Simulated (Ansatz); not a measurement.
Geometry optimisation, RKS PBE-D4/def2-SVP in Ansatz 0.2.0.

input.yaml

```yaml
crystal:
  periodic: [false, false, false]
  atoms:
    - { symbol: C, position_ang: [-0.74349, -1.63519, 0.18528] }
    - { symbol: "N", position_ang: [-0.27481, -0.60582, 0.05089] }
    - { symbol: Si, position_ang: [0.48865, 1.07914, -0.12483] }
    - { symbol: H, position_ang: [-1.17818, -2.60037, 0.31492] }
    - { symbol: H, position_ang: [-0.05787, 1.4149, -1.43212] }
    - { symbol: H, position_ang: [-0.11815, 1.67984, 1.05474] }
    - { symbol: H, position_ang: [1.88385, 0.66749, -0.04888] }
total_charge: 1
basis:
  gaussian: { orbitals: def2-SVP }
hamiltonian:
  xc: pbe
  dispersion: d4
relax:
  f_tol: 0.02
  max_steps: 50
```

Command:

```bash
$ ansatz run input.yaml --threads 1 --pin off --max-ram 2048MiB --backend cpu --events-out ev --progress --plain --runs-dir out
```

Q: Where does it end, and by what steps?

A: The run converged. Limits of this set-up: the dipole of an ion depends on the origin. After 4 steps the energy has fallen by 0.110 eV; H4 moved furthest, 0.09 Å.

| step | energy less start (eV) | largest force component (eV/Å) | accepted |
| --- | --- | --- | --- |
| 0 | 0.0000 | 1.912 | yes |
| 1 | -0.1060 | 0.461 | yes |
| 2 | -0.1098 | 0.042 | yes |
| 3 | -0.1099 | 0.022 | yes |
| 4 | -0.1100 | 0.018 | yes |

```xyz
7
Properties=species:S:1:pos:R:3
C -0.766 -1.689 0.192
N -0.290 -0.640 0.067
Si 0.480 1.059 -0.121
H -1.217 -2.684 0.309
H -0.045 1.467 -1.454
H -0.092 1.763 1.061
H 1.930 0.724 -0.054
```

Whether the end is a true minimum wasn't checked by a vibrational analysis.

The run took 8.8 s on 1 thread of Arm Neoverse V1, with other jobs on the host, peak memory 0.12 GiB.
